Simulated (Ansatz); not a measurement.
CH₃+ (`[CH3+]`): measurement beside calculation (Ansatz, PBE0-D4/def2-TZVP geometry).

Z-matrix (Å, degrees):
```
C
H 1 1.093
H 1 1.093 2 120.0
H 1 1.093 2 120.0 3 -180.0
```

Measured: 9.36214 ± 0.00028 cm⁻¹ (B, vibrational ground state v=0, high-resolution laboratory infrared spectroscopy (quoted)); 4.589949 ± 3.5e-05 cm⁻¹ (C, vibrational ground state v=0, high-resolution laboratory infrared spectroscopy (quoted)). Source: Formation of the Methyl Cation by Photochemistry in a Protoplanetary Disk, 2024 (arxiv:2401.03296).

| constant | measured (MHz) | computed (MHz) | error (%) |
| --- | --- | --- | --- |
| B | 280670 | 279692 | -0.3 |
| C | 137603 | 139854 | 1.6 |

Computed constants are equilibrium values for the main isotopes; measured ground-state ones include zero-point motion, which usually lowers them by up to about 1 %.

Measured: 1402 ± 10 cm⁻¹ (nu2 out-of-plane bending (umbrella) fundamental, Ref. 13, low-temperature laboratory vibrational spectroscopy (quoted)); 1387 ± 15 cm⁻¹ (nu2 out-of-plane bending (umbrella) fundamental, Ref. 12, laboratory spectroscopy (quoted)); 1383 ± 10 cm⁻¹ (nu4 in-plane bending fundamental, Ref. 13, low-temperature laboratory vibrational spectroscopy (quoted)); 3108.3556 ± 0.0018 cm⁻¹ (nu3 fundamental band origin, high-resolution laboratory infrared spectroscopy (quoted)); 3108 cm⁻¹ (nu3 fundamental, e' degenerate stretch, CH3+, X 1A1', infrared spectroscopy). Source: Formation of the Methyl Cation by Photochemistry in a Protoplanetary Disk, 2024 (arxiv:2401.03296); CH2D+, the Search for the Holy Grail, 2013 (arxiv:1306.6795).

Harmonic PBE0-D4 wavenumbers (cm⁻¹, unscaled): 1404, 1404, 1417, 3033, 3231, 3231. Fundamentals include anharmonicity and usually lie a few per cent under these; harmonic values from spectra compare directly.
